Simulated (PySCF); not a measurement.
Molecule: `CC[NH+]1CCC1`, [C$_{5}$H$_{12}$N]+.

Atom-mapped SMILES (the numbers label the heavy atoms): `[CH3:1][CH2:2][NH+:3]1[CH2:4][CH2:5][CH2:6]1` (H(Xn): hydrogen on atom n). Ha(C4), Ha(C5), Ha(C6) are cis to C2 on the ring; Hb(C4), Hb(C5), Hb(C6) are trans to C2 on the ring.

Spin–spin couplings on one PBE0-D3(BJ)/def2-SVP geometry, PySCF 2.14.0 with density-fitted response routines, gas phase, non-relativistic, equivalent pairs averaged (spin–dipole term only in couplings to heteroatoms); isotopes ¹³C, ¹H, ¹⁵N; functional B3LYP.

**Question.** How do the couplings (Hz) change with the basis set? Times are CPU seconds on shared hosts with different chips, so compare them loosely. Far from the basis limit: 6-31G*, pcJ-0, 6-31G-J, def2-TZVP.

**Answer.** 
```tsv
basis set	functions	¹J(C4,Ha(C4))	¹J(C4,Hb(C4))	¹J(C5,Ha(C5))	¹J(C5,Hb(C5))	¹J(C2,H(C2))	¹J(C1,H(C1))	¹J(N3,H(N3))	core-s
6-31G*	108	168.4	168.2	164.6	162.9	161.8	147.3	-77.2	14
pcJ-0	114	136.5	140.2	134.7	130.5	130.3	119.1	-62.5	14
6-31G-J	120	163.5	167.8	161.2	155.7	155.9	142.2	-81.1	16
def2-TZVP	258	149.4	154.1	147.7	142.4	142.1	130.2	-73.4	51
pcJ-1	282	157.9	162.8	156.3	150.5	150.4	137.9	-78.8	100
```

The Fermi-contact term samples the wavefunction at the nucleus, which is why sets with added tight s functions (names with J) are made for couplings.
